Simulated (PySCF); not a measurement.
## Löwdin shares of the frontier orbitals

Compound: 1,1-dichloro-2,2-difluoroethane, C2H2Cl2F2.
Z-matrix (Å and degrees, PBE0-D3(BJ)/def2-SVP geometry), rows numbered from 1:
```
F 
C   1  1.3372
F   2  1.3447  1  108.77
C   2  1.5255  1  110.95  3  -119.78
Cl  4  1.7648  2  110.78  1    56.85
Cl  4  1.7706  2  109.16  1   -67.41
H   2  1.1048  1  109.22  3   119.02
H   4  1.0975  2  109.03  1   175.12
```

Computed with TDDFT CAM-B3LYP/def2-SVPD, vertical, gas phase, core orbitals frozen in the response (PySCF 2.14.0, density-fitted response routines).

Frontier orbitals with the atoms that hold most of them (Löwdin shares over 4%, at most four atoms; ? is withheld):

```json
{"orbital": "LUMO+2", "ε (eV)": "1.18", "atoms": "Cl6 36%, Cl5 23%, C4 15%, H8 11%"}
{"orbital": "LUMO+1", "ε (eV)": "0.90", "atoms": "Cl5 28%, C4 16%, C2 15%, Cl6 15%"}
{"orbital": "LUMO", "ε (eV)": "0.53", "atoms": "?"}
{"orbital": "HOMO", "ε (eV)": "-10.62", "atoms": "Cl5 48%, Cl6 27%, C4 12%, H8 5%"}
{"orbital": "HOMO-1", "ε (eV)": "-10.64", "atoms": "Cl5 53%, Cl6 39%"}
{"orbital": "HOMO-2", "ε (eV)": "-11.18", "atoms": "Cl6 52%, Cl5 35%, C4 9%"}
{"orbital": "HOMO-3", "ε (eV)": "-11.33", "atoms": "Cl6 45%, Cl5 30%, C4 14%, C2 4%"}
```

Which atoms hold the LUMO, and with what shares?

Cl6 (bonded to C) 41%; Cl5 (bonded to C) 27%; C4 (bonded to C, 2 Cl and H) 22%. By element: chlorine 68%, carbon 22% or more.

The HOMO–LUMO gap is 11.15 eV. Where does the response calculation put the lowest singlet, and from which orbitals?

S1 is at 7.13 eV (f = 0.0012), 4.02 eV below the gap, made of HOMO→LUMO (78%). 

Next come S2 at 7.25 eV (f 0.021), HOMO-1→LUMO (74%); S3 at 7.44 eV (f 0.0002), HOMO-2→LUMO (57%), HOMO→LUMO+1 (21%), HOMO→LUMO+2 (9%); S4 at 7.67 eV (f 0.0057), HOMO-3→LUMO (43%), HOMO-1→LUMO+1 (28%), HOMO-1→LUMO+2 (13%); S5 at 8.23 eV (f 0.0065), HOMO→LUMO+1 (42%), HOMO-2→LUMO (32%).

Time: 19 s of wall time. Hardware: one thread, Arm Neoverse V1 (shared host).

One conformer stands for the species.
